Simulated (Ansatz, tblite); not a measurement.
**The cluster Cu2F+: one state, many levels**

The task here is to estimate one member of a computed series from the others.

The runs use Ansatz 0.2.0, Gaussian basis; as each input shows.

Plan: GFN1-xTB, GFN2-xTB, PBE-D4/def2-TZVP, r2SCAN-D4/def2-TZVP, BHLYP-D4/def2-TZVP, B3LYP-D4/def2-TZVP, B2PLYP/def2-TZVP, ωB97M-V/def2-TZVP, revPBE-D4/def2-TZVP, PBE+5HF/def2-TZVP, PBE+10HF/def2-TZVP, PBE+15HF/def2-TZVP, PBE+35HF/def2-TZVP, PBE+50HF/def2-TZVP, PBE-D4/def2-SVP, PBE0-D4/def2-SVP, HF/STO-3G, HF/6-31G, B3LYP-D4/6-31G, CCSD(T)/def2-TZVPP, MP2/def2-TZVP, RPA/def2-TZVP.

1 further run of the same task is left out (set aside as unsound or not needed). Runs told in other sessions of the task aren't counted.

### The geometry

The singlet was relaxed beforehand with PBE-D4/def2-TZVP. At that level it is the lowest of the isomers that a small search found.

3 atoms, charge 1, spin multiplicity 1.

Bond lengths: Cu1–F3 1.868 Å, Cu2–F3 1.868 Å. Angles: Cu1–F3–Cu2 179.4°.

No spin-orbit coupling is included. The ion is computed in the gas phase, without counter-ions or solvent.

PBE0-D4/def2-TZVP was run before; its log isn't repeated, and its numbers join the tables.

The first run:

Tight binding, by tblite at 300 K electronic temperature and without a spin-polarisation term:

```python
tblite.interface.Calculator('GFN1-xTB', numbers, positions, charge=1, uhf=0).singlepoint()
```

Tight binding, by tblite at 300 K electronic temperature and without a spin-polarisation term:

```python
tblite.interface.Calculator('GFN2-xTB', numbers, positions, charge=1, uhf=0).singlepoint()
```

start.molden holds the orbitals of an earlier run on this state, given as this run's starting guess.

File in.yaml:

```yaml
crystal:
  periodic: [false, false, false]
  atoms:
    - {symbol: Cu, position_ang: [0.538358, 1.483446, -0.999335]}
    - {symbol: Cu, position_ang: [-0.544867, -1.482075, 0.997754]}
    - {symbol: F, position_ang: [0.006498, -0.001372, 0.001571]}
basis:
  gaussian: {orbitals: def2-TZVP, initial_orbitals: start.molden}
total_charge: 1
hamiltonian: {xc: pbe, dispersion: d4}
scf: {omitted_lower_state_checks: [starts]}
output: {orbitals: {seedname: orbitals}}
```

The run is started by

```bash
$ ansatz run in.yaml --threads 4 --pin off --events-out ev --progress --plain --max-ram 3916MiB
```

Steps of the session up to this table: PBE-D4/def2-TZVP; r2SCAN-D4/def2-TZVP; BHLYP-D4/def2-TZVP; B3LYP-D4/def2-TZVP; B2PLYP/def2-TZVP; ωB97M-V/def2-TZVP; revPBE-D4/def2-TZVP; PBE+5HF/def2-TZVP; PBE+10HF/def2-TZVP; PBE+15HF/def2-TZVP; PBE+35HF/def2-TZVP; PBE+50HF/def2-TZVP; PBE-D4/def2-SVP; PBE0-D4/def2-SVP; HF/STO-3G; HF/6-31G; B3LYP-D4/6-31G; CCSD(T)/def2-TZVPP; MP2/def2-TZVP; RPA/def2-TZVP.

One of the session's tables, all rows but one given; the rest of the session is left out.

It belongs to the step «Levels side by side». 

| level | HOMO (eV) | LUMO (eV) | gap (eV) |
| --- | --- | --- | --- |
| HF/STO-3G | -12.54 | -2.26 | 10.28 |
| HF/6-31G | -14.70 | -3.67 | 11.03 |
| PBE-D4/def2-SVP | -9.88 | -8.33 | 1.56 |
| PBE-D4/def2-TZVP | -10.70 | -8.91 | 1.79 |
| revPBE-D4/def2-TZVP | -10.56 | -8.76 | 1.81 |
| r2SCAN-D4/def2-TZVP | ? | ? | ? |
| B3LYP-D4/6-31G | -10.37 | -7.74 | 2.63 |
| B3LYP-D4/def2-TZVP | -12.22 | -8.13 | 4.10 |
| PBE0-D4/def2-SVP | -11.61 | -7.06 | 4.55 |
| PBE0-D4/def2-TZVP | -12.36 | -7.55 | 4.80 |
| BHLYP-D4/def2-TZVP | -14.26 | -6.58 | 7.68 |
| ωB97M-V/def2-TZVP | -14.98 | -5.66 | 9.32 |
| PBE+5HF/def2-TZVP | -11.01 | -8.63 | 2.38 |
| PBE+10HF/def2-TZVP | -11.33 | -8.36 | 2.98 |
| PBE+15HF/def2-TZVP | -11.67 | -8.08 | 3.58 |
| PBE+35HF/def2-TZVP | -13.08 | -7.04 | 6.04 |
| PBE+50HF/def2-TZVP | -14.22 | -6.30 | 7.91 |

Q: Estimate the row for r2SCAN-D4/def2-TZVP from the others.

**Answer.** HOMO (eV): -10.63; LUMO (eV): -8.41; gap (eV): 2.22. In the column «HOMO (eV)» it lies between PBE-D4/def2-TZVP (-10.70) and revPBE-D4/def2-TZVP (-10.56).
